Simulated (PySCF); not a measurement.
Structure problem from calculated spectra and properties.

Formula: C5H13N.

* UV, strongest line: among the 6 lowest singlet transitions: S4 at 6.90 eV (180 nm, f = 0.043) [TDDFT PBE0/def2-SVPD]
* UV, first state: lowest singlet excitation: 5.92 eV (209 nm, f = 0.004) [TDDFT PBE0/def2-SVPD]
* 1H NMR: chemical shifts (computed TMS as zero) by class: 2.76 (2 H), 2.76 (2 H), 1.44 (2 H), 1.23 (3 H), 1.21 (3 H), -0.79 (1 H) ppm [GIAO PBE0/pcSseg-1]
* Polarisability: 73.0 au [PBE0/def2-SVPD]
* Dipole: 0.90 D [PBE0/def2-SVPD]
* Triplet: lowest triplet excitation (Tamm–Dancoff): 5.70 eV [TDA PBE0/def2-SVPD]
* NMR, other nuclei: isotropic shieldings of nuclei other than C and H, by class: 198 (1 N) ppm [GIAO PBE0/pcSseg-1]
* Rotational structure: rotational constants A, B, C: 8.377, 1.519, 1.392 GHz [GFN2-xTB]
* 13C NMR: chemical shifts (computed TMS as zero) by class: 56.0 (1 C), 49.9 (1 C), 28.7 (1 C), 18.4 (1 C), 14.3 (1 C) ppm [GIAO PBE0/pcSseg-1]

Electronic properties: PySCF, gas phase, density fitting. Levels stand in brackets. The structure is a single GFN2-xTB conformer in the gas phase; no vibrational or solvent corrections. NMR values are class means; diastereotopic atoms form classes of their own.

Question: Propose a structure and show how it fits.

Answer: Numbering: `[CH3:1][CH2:2][CH2:3][NH:4][CH2:5][CH3:6]`. Its formula, C5H13N, gives 0 degrees of unsaturation, so no ring and no π bond. 5 carbons fall into 5 classes; from least to most shielded: sp3 carbon bound to nitrogen [C3] (56.0 ppm), sp3 carbon bound to nitrogen [C5] (49.9 ppm), chain CH2 carbon [C2] (28.7 ppm), methyl carbon [C6] (18.4 ppm), methyl carbon [C1] (14.3 ppm). Hydrogen classes from least to most shielded: 2 H on an sp3 carbon bound to nitrogen, C5 (2.76 ppm), 2 H on an sp3 carbon bound to nitrogen, C3 (2.76 ppm, a mean of values up to 0.7 ppm apart in this geometry), 2 H on a chain CH2 carbon, C2 (1.44 ppm), 3 H on a methyl carbon, C6 (1.23 ppm, a mean of values up to 0.5 ppm apart in this geometry), 3 H on a methyl carbon, C1 (1.21 ppm, a mean of values up to 1.3 ppm apart in this geometry), 1 H on a secondary amine nitrogen, N4 (-0.79 ppm). The other shieldings belong to: 198 ppm, secondary amine nitrogen [N4]. The optimised geometry has point group C1 and is an asymmetric top. Structure: N-ethylpropylamine (`CCCNCC`). Computed isomers that give other values at the same levels: `CC(C)N(C)C` (lowest singlet excitation: 5.52 eV (225 nm, f = 0.004)); `CNC(C)(C)C` (lowest singlet excitation: 5.72 eV (217 nm, f = 0.005)); `CCCN(C)C` (rotational constant A: 7.291 GHz; this holds for the one conformer computed). The assignments are read from this structure; whether some other isomer fits the data as well wasn't checked.

Conformer computed: `[CH3:1][CH2:2][CH2:3][NH:4][CH2:5][CH3:6]`: C1–C2–C3–N4 62°, C2–C3–N4–C5 180°, C3–N4–C5–C6 -179°.
